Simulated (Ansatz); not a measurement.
## SiH2⁻, doublet in aug-cc-pVDZ: errors against UCCSDT(Q)

Geometry: displaced at random from a stationary point.

```xyz
3

Si    0.0085   -0.0717   -0.0005
H    -0.1564    1.0156    1.1269
H    -0.0798    0.9832   -1.1129
```

Basis aug-cc-pVDZ; Ansatz 0.2.0. Correlated methods freeze the noble-gas cores, which leaves 7 electrons in 40 orbitals. R marks a restricted (for open shells ROHF) determinant, U an unrestricted one. Active spaces: valence = (7e, 6o) chosen from the atoms' valence shells.

Full CI isn't at hand for all of this; UCCSDT(Q) serves as the reference, and is uncertain by about the last step of the cluster series. The frozen core follows each run's orbitals, which can shift R against U totals by a few meV.

For open shells CISD is restricted-active-space CI with the open shells as a complete middle space.

- UHF ⟨S²⟩: 0.772
- T1 diagnostic (RCCSD): 0.0208
- largest doubles amplitude (RCCSD): 0.067
- T1 diagnostic (UCCSD): 0.0192

```tsv
level	E − E(RHF) (eV)
UHF	-0.1030
RMP2	-3.0218
UMP2	-3.0011
RCCSD	-3.7452
UCCSD	-3.7487
RCCSD(T)	-3.8626
UCCSD(T)	-3.8624
```

(1) Estimate how far UCCSDT(Q) in aug-cc-pVDZ lies from RCCSD(T). The table doesn't fix it; the size of (T) and the diagnostics are the guide.

(1) UCCSDT(Q) in aug-cc-pVDZ lies 1.14 mEh below RCCSD(T), which is 26 % of the (T) step (-4.32 mEh). The diagnostics give no warning, yet the rest is a sizeable part of (T).

The other levels:

| level | E − E(UCCSDT(Q)) (mEh) | share of correlation (%) | wall time |
| --- | --- | --- | --- |
| CISD | 12.55 | 91.23 | 0.94 s |
| BCCD(T) | 1.13 | 99.21 | 1.7 s |
| RCCSDT | 0.19 | 99.86 | – |
| UCCSDT | 0.18 | 99.87 | – |
| RCCSDT(Q) | 0.01 | 99.99 | 12 s |
| CASSCF (valence space) | 112.44 | 21.42 | – |
| NEVPT2 (valence space) | 34.92 | 75.60 | 0.72 s |
| MRCISD (valence space) | 8.57 | 94.01 | – |
| MRCISD+Q (valence space) | 0.44 | 99.69 | 1.1 s |

The correlation energy at UCCSDT(Q), counted from RHF, is -3.894 eV. That run took 12 s on 1 thread of Arm Neoverse V2, shared host.

Times hold each run's SCF and search for its determinant on a shared host, so for small cases they say little of a method's own cost; they ran on 1 thread of Arm Neoverse V2.

Natural occupations of CASSCF (valence space) about the gap: 1.996 1.979 1.971 1.000 0.029 0.026; effectively unpaired electrons, Σ n²(2−n)², 1.01.
